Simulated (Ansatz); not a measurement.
Reaction: C3H4O (SMILES C#CCO) → C2H (SMILES [C]#C, doublet) + CH3O (SMILES [CH2]O, doublet) (the C-C bond breaks)
Each species at its own B3LYP-D3(BJ)/def2-TZVP minimum (Ansatz, a program for electronic structure), one conformer.

Total energies in hartree (Ansatz). UHF or UKS for unpaired electrons; spin-orbit terms are left out. Correlated methods leave the cores frozen. No relativity. The UHF reference of C2H ([C]#C, doublet) is spin-contaminated (<S^2> up to 0.36 over the pure value in the sets run).

```tsv
species	HF/cc-pVTZ	CCSD(T)/cc-pVTZ	HF/cc-pVQZ	CCSD(T)/cc-pVQZ	CCSD(T)/cc-pVDZ	CCSDT(Q)/cc-pVDZ
1: C3H4O (SMILES C#CCO)	-190.78520	-191.55103	-190.79901	-191.60940	-191.35174	-191.35423
2: C2H (SMILES [C]#C, doublet)	-76.17745	-76.46716	-76.18236	-76.48720	-76.39801	-76.40053
3: CH3O (SMILES [CH2]O, doublet)	-114.46247	-114.88799	-114.47189	-114.92463	-114.76395	-114.76519
```

Problem. Work out the bond dissociation energy (electronic) in kcal/mol: take Hartree-Fock from cc-pVQZ, extrapolate the CCSD(T) correlation energy as X^-3 (X = 3, 4), and add CCSDT(Q) - CCSD(T) in cc-pVDZ. 1 hartree = 627.51 kcal/mol.

Solution. 
Species 1: correlation (64·(-0.81039) - 27·(-0.76583))/37 = -0.84291; step -0.00249; E1 = -190.79901 + (-0.84291) + (-0.00249) = -191.64441
Species 2: correlation (64·(-0.30484) - 27·(-0.28971))/37 = -0.31588; step -0.00252; E2 = -76.18236 + (-0.31588) + (-0.00252) = -76.50076
Species 3: correlation (64·(-0.45274) - 27·(-0.42552))/37 = -0.47260; step -0.00124; E3 = -114.47189 + (-0.47260) + (-0.00124) = -114.94573
-1·E1 +1·E2 +1·E3 = 0.19792 hartree = 124.2 kcal/mol.
